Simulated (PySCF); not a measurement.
# C5H6 (1-Buten-3-yne, 2-methyl-): the cost of one run

The runs use PySCF 2.14.0, with density-fitted response routines of our own; the level of theory stands in each step. All values are computed, except where a source is named. Atoms count from 0, in the outputs and in this text.

### Step 1. Starting geometry

11 atoms, charge 0, multiplicity 1; geometry from: GFN2-xTB. The atoms were then displaced at random by about 0.01 Å, so the start is not that level's minimum.

Bonds of the start (Å): C0–C1 1.23, C1–C2 1.43, C2–C3 1.32, C2–C4 1.49, C0–H5 1.02, C3–H6 1.06, C3–H7 1.09, C4–H8 1.06, C4–H9 1.11, C4–H10 1.09.

### Step 2. Relaxing the molecule at PBE0-D3(BJ)/def2-TZVP

The job: settings as JSON, then the geometry in Å.

```
{"job": {"xc": "PBE0", "basis": "def2-TZVP", "d3": "d3bj", "grid": 2, "shake": 0.01, "kind": "geom"}, "charge": 0, "multiplicity": 1}
C      2.355130    -0.490680     0.528690
C      1.209050    -0.133960     0.250430
C     -0.139190     0.230680    -0.073930
C     -0.401200     1.495790    -0.352500
C     -1.113060    -0.899160    -0.066900
H      3.313330    -0.741510     0.758900
H      0.315240     2.273370    -0.346710
H     -1.428440     1.784190    -0.597170
H     -0.815660    -1.653110    -0.753250
H     -1.145040    -1.357520     0.939750
H     -2.112050    -0.533940    -0.302980
```

The run is started by

```sh
$ OMP_NUM_THREADS=1 python probes_run.py task.json out
```

The driver reads the jobs from task.json and runs them one after another.

**Question.** How long does this first job take on 1 thread of Arm Neoverse V1, shared host, and how much memory does it need?

About 91 s, with a peak of 0.85 GiB.
